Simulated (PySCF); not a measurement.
**Name the molecule from its bond curve**

A diatomic of charge -1 contains C (the partner may be the same element). Its doublet curve at PBE0 in a double-zeta basis (no relativity, PySCF), in eV from the separated fragments:

R (Å), E (eV) and a bar:
```
    1.097     -6.272 #######################
    1.147     -7.207 ##########
    1.198     -7.737 ###
    1.237     -7.929 #
    1.275     -7.983 
    1.313     -7.927 #
    1.364     -7.721 ###
    1.428     -7.311 #########
    1.504     -6.680 #################
    1.607     -5.724 ##############################
```

The fit gives ωe = 1853 cm⁻¹ and the rotational constant Bₑ = 1.733 cm⁻¹.

Q: Which atom is the partner?

A: The minimum lies at 1.273 Å, so the reduced mass is 16.8576 u Å² cm⁻¹/(Bₑ·Re²) = 6.003 u. With C at 12.00 u the partner weighs about 12.0 u: C. The molecule is C₂⁻.

The state was picked by a PBE0 search and need not be the measured ground state.
